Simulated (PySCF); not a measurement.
A species of formula C4H7FN (doublet) has this rotational fingerprint, computed with PBE0-D3(BJ)/def2-SVP geometry optimisation, gas phase in PySCF 2.14.0:

```
Rotational constants : A = 10240, B = 1851, C = 1730 MHz
Dipole components    : |μa| = 2.36 D, |μb| = 0.15 D, |μc| = 0.00 D
Inertial defect      : -30.26 u·Å²
κ                    : -0.97
```

Question: Which structure is it? (One computed conformer of each.)
A. `[NH2:1][CH:2][C@@H:3]1[CH2:4][C@H:5]1[F:6]` (doublet state) with H–N1–C2–C3 -166° and -36°, N1–C2–C3–C4 -88°
B. `[F:1][C@H:2]1[CH2:3][CH2:4][N:5][CH2:6]1` (doublet state) with F1–C2–C3–C4 153°, C2–C3–C4–N5 -27°, C3–C4–N5–C6 10°, C4–N5–C6–C2 11°

Answer: A. It is N[CH][C@@H]1C[C@H]1F, a near-prolate asymmetric top, point group C1. The candidates at the same level (rigid rotor, commonest isotopes):

```csv
SMILES,A (MHz),B (MHz),C (MHz),μa (D),μb (D),μc (D),Δ (u·Å²),point group,rotor
F[C@H]1CC[N]C1,7029,3163,2373,0.21,1.20,0.67,-18.77,C1,asymmetric top
N[CH][C@@H]1C[C@H]1F,10240,1851,1730,2.36,0.15,0.00,-30.26,C1,near-prolate asymmetric top
```

`F[C@H]1CC[N]C1` has B 71 % too high. No structure here is proved a minimum.
